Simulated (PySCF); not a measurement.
## LiB: a base run and its variants

Base input, run as `python input.py` with PySCF 2.14:

```python
from pyscf import gto, scf, cc

mol = gto.M(
    atom='Li 0 0 0; B 0 0 2.1',
    basis='x2c-svpall',
    charge=0,
    spin=0,
    symmetry=True,
    verbose=4,
)
mf = scf.RHF(mol)
mf = mf.sfx2c1e()
mf = mf.density_fit(auxbasis='def2-universal-jkfit')
mf.kernel()
mycc = cc.CCSD(mf, frozen=1)
mycc.kernel()
mycc.ccsd_t()
mf.dip_moment()
print('orbital energies (hartree):', mf.mo_energy[..., max(0, mol.nelec[1]-3):mol.nelec[0]+3].round(4))
```

Base result: E(SCF) = -31.916178 Eh, 9 cycles, E(CCSD) − E(SCF) = -0.09082 Eh, (T) = -0.00331 Eh, μz(SCF) = -6.74 D. Stability towards an unrestricted solution was not tested. The bond length is a typed value, not an optimised one.

Wall time 1.8 s on one thread of a shared host.

Each row names what differs from the base; energies in brackets are changes from the base.

| change | result |
| --- | --- |
| electric field along z (a.u.): none → 0.005; point-group symmetry: on → off | E(SCF) = -31.904341 Eh (+0.3221 eV), 9 cycles, E(CCSD) − E(SCF) = -0.09672 Eh, (T) = -0.00445 Eh, μz(SCF) = -5.20 D |
| basis set: x2c-svpall → cc-pvdz; spin-free X2C: on → off | E(SCF) = -31.944366 Eh, 9 cycles, E(CCSD) − E(SCF) = -0.09443 Eh, (T) = -0.00336 Eh, μz(SCF) = -5.95 D |
| electric field along z (a.u.): none → 0.05; point-group symmetry: on → off [may be another electronic state] | E(SCF) = -32.010877 Eh (-2.5769 eV), 8 cycles, E(CCSD) − E(SCF) = -0.10144 Eh, (T) = -0.01345 Eh, μz(SCF) = 17.48 D |
| basis set: x2c-svpall → sto-3g; spin-free X2C: on → off | E(SCF) = -31.462428 Eh, 8 cycles, E(CCSD) − E(SCF) = -0.08982 Eh, (T) = -0.00244 Eh, μz(SCF) = -1.58 D |
| step after the SCF: ccsd(t) → mp2 | E(SCF) = -31.916178 Eh (+0.0000 eV), 9 cycles, E(MP2) − E(SCF) = -0.06167 Eh, μz(SCF) = -6.74 D |
| functional: none (Hartree–Fock) → tpssh; SCF type: RHF → RKS; step after the SCF: ccsd(t) → analyze | E(SCF) = -32.148807 Eh, 8 cycles, μz(SCF) = -5.00 D |
| functional: none (Hartree–Fock) → wb97; SCF type: RHF → RKS; step after the SCF: ccsd(t) → analyze | E(SCF) = -32.120458 Eh, 10 cycles, μz(SCF) = -6.45 D |
| geometry: bond 2.1 → bond 1.953 | E(SCF) = -31.903349 Eh (+0.3491 eV), 9 cycles, E(CCSD) − E(SCF) = -0.09229 Eh, (T) = -0.00368 Eh, μz(SCF) = -6.82 D |
| step after the SCF: ccsd(t) → cisd | E(SCF) = -31.916178 Eh (+0.0000 eV), 9 cycles, E(CISD) − E(SCF) = -0.08606 Eh, μz(SCF) = -6.74 D |
| convergence threshold: default → 1e-13 | E(SCF) = -31.916178 Eh (+0.0000 eV), 12 cycles, E(CCSD) − E(SCF) = -0.09082 Eh, (T) = -0.00331 Eh, μz(SCF) = -6.74 D |
| basis set: x2c-svpall → 6-31g*; spin-free X2C: on → off | E(SCF) = -31.933977 Eh, 9 cycles, E(CCSD) − E(SCF) = -0.09348 Eh, (T) = -0.00358 Eh, μz(SCF) = -5.06 D |
| spin (2S): 0 → 1 [unsound on purpose] [runs as restricted open-shell] | stops with RuntimeError (Electron number 8 and spin 1 are not consistent) |
| frozen orbitals: 1 → 8 [unsound on purpose] | stops with AssertionError after the SCF |
| length unit: angstrom → bohr [unsound on purpose] | E(SCF) = -31.634325 Eh (+7.6696 eV), 8 cycles, E(CCSD) − E(SCF) = -0.09567 Eh, (T) = -0.00288 Eh, μz(SCF) = -3.27 D |
| PCM solvent, dielectric constant: none → 78.36; step after the SCF: ccsd(t) → analyze | E(SCF) = -31.944335 Eh (-0.7662 eV), 10 cycles, μz(SCF) = -9.44 D |
| charge: 0 → 2; SCF type: RHF → UHF [another spin of the ion may lie lower] | E(SCF) = -31.205324 Eh (+19.3433 eV), 7 cycles, E(CCSD) − E(SCF) = -0.05914 Eh, (T) = -0.00002 Eh |
| charge: 0 → -1; spin (2S): 0 → 1; SCF type: RHF → UHF [another spin of the ion may lie lower] [no diffuse functions for the anion] [spin-contaminated] | E(SCF) = -31.945805 Eh (-0.8062 eV), E(CCSD) − E(SCF) = -0.07157 Eh, (T) = -0.00298 Eh, ⟨S²⟩ = 1.820 |
| functional: none (Hartree–Fock) → o3lyp; SCF type: RHF → RKS; step after the SCF: ccsd(t) → analyze | E(SCF) = -32.135481 Eh, 9 cycles, μz(SCF) = -4.55 D |
| basis set: x2c-svpall → def2-tzvpp; spin-free X2C: on → off | E(SCF) = -31.949235 Eh, 9 cycles, E(CCSD) − E(SCF) = -0.13644 Eh, (T) = -0.00423 Eh, μz(SCF) = -6.51 D |
| Cartesian functions: off → on | E(SCF) = -31.918890 Eh (-0.0738 eV), 9 cycles, E(CCSD) − E(SCF) = -0.09116 Eh, (T) = -0.00335 Eh, μz(SCF) = -6.72 D |

**Question.** Order these changes by how far they move the SCF energy from the base, largest first: (1) PCM solvent, dielectric constant: none → 78.36; step after the SCF: ccsd(t) → analyze; (2) electric field along z (a.u.): none → 0.005; point-group symmetry: on → off; (3) electric field along z (a.u.): none → 0.05; point-group symmetry: on → off; (4) geometry: bond 2.1 → bond 1.953.

**Answer.** (3) -2.5769 eV, (1) -0.7662 eV, (4) +0.3491 eV, (2) +0.3221 eV.
